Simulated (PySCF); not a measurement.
H3P, SMILES P.

The structure is a stationary point at PBE0-D3(BJ)/def2-TZVPD.

Two levels are set side by side: PBE/def2-TZVPD (PySCF) and r2SCAN/def2-TZVPD (PySCF). Same geometry, gas phase. Differences are taken from unrounded values.

```tsv
quantity	r2SCAN
orbital gap (eV)	7.06
highest occupied level (eV)	-6.94
lowest empty level (eV)	0.12
dipole moment (D)	0.67
mean polarisability (bohr³)	30.6
```

### Question
What does PBE give, and how far is it from r2SCAN? (Estimate from the structure and the level; the computed values follow.)

### Answer

| quantity | PBE | PBE minus r2SCAN |
|---|---|---|
| orbital gap (eV) | 6.39 | -0.68 |
| highest occupied level (eV) | -6.71 | 0.23 |
| lowest empty level (eV) | -0.32 | -0.44 |
| dipole moment (D) | 0.61 | -0.06 |
| mean polarisability (bohr³) | 31.3 | 0.7 |

Rough cost on one machine, each run with all the roots and properties that it gave: r2SCAN against PBE about 4 times.
